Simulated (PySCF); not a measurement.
# NO: the cost of one run

Computed with PySCF 2.14.0, with density-fitted response routines of our own, on a single molecule in the gas phase. Atoms count from 0, in the outputs and in this text.

## 1. The molecule as given

2 atoms, charge 0, multiplicity 2; geometry from: GFN2-xTB.

Bonds of the start (Å): N0–O1 1.16.

## 2. Optimising the geometry at PBE0-D3(BJ)/def2-TZVP

What the job is given:

```
{"job": {"xc": "PBE0", "basis": "def2-TZVP", "d3": "d3bj", "grid": 2, "kind": "geom"}, "charge": 0, "multiplicity": 2}
N      0.000000     0.000000     0.000000
O      0.000000     0.000000     1.155450
```

**Question.** How long does this first job take on 2 threads of Intel Xeon 6975P-C (Granite Rapids), shared host?

About 2 s.
